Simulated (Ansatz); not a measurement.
methanol (SMILES CO) moved off its minimum; all values from Ansatz (an electronic-structure program), cores frozen in correlated methods.
(charge 0, multiplicity 1)
```xyz
6

C     -0.5446     0.1852     0.1591
O      0.6679    -0.2716    -0.3144
H     -0.7659     0.1603     1.1958
H     -1.4034    -0.4692    -0.2870
H     -0.7375     1.3220    -0.1808
H      1.3815     0.2832     0.1668
```

### Question
Give the forces (eV/Å), the total energy and the dipole at CCSD(T)/aug-cc-pVTZ.

### Answer

| atom | Fx | Fy | Fz |
|---|---|---|---|
| C1 | -3.535 | 1.868 | -2.497 |
| O2 | 2.774 | 0.945 | 1.432 |
| H3 | 0.575 | -0.190 | 1.436 |
| H4 | 1.596 | 1.170 | 0.357 |
| H5 | 0.207 | -2.300 | 0.576 |
| H6 | -1.617 | -1.493 | -1.304 |
Energy -115.5460 hartree, dipole 1.64 D.
